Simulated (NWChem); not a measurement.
# phosphine (H3P) in NWChem

SMILES: P
```xyz
4

P     -0.1302    -0.0034     0.0000
H      0.6666    -0.5810     1.0357
H      0.6666    -0.5810    -1.0357
H      0.6204     1.2123     0.0000
```
Charge 0, spin multiplicity 1.

Everything below was run with NWChem. The geometry was optimised at PBE0/def2-SVP, a minimum by its harmonic frequencies.

Symmetry labels belong to the abelian group Cs used in the runs, with the axes of the coordinates shown; states degenerate in a higher group split over its labels.

**Question.** List the lowest 3 singlet excitations that CIS/def2-SVPD gives, with oscillator strengths.

**Answer.** 
```
state  symmetry  energy (eV)  wavelength (nm)      f
-----  --------  -----------  ---------------  -----
1            a"         7.81              159  0.116
2            a'         7.81              159  0.116
3            a'         7.88              157  0.186
```
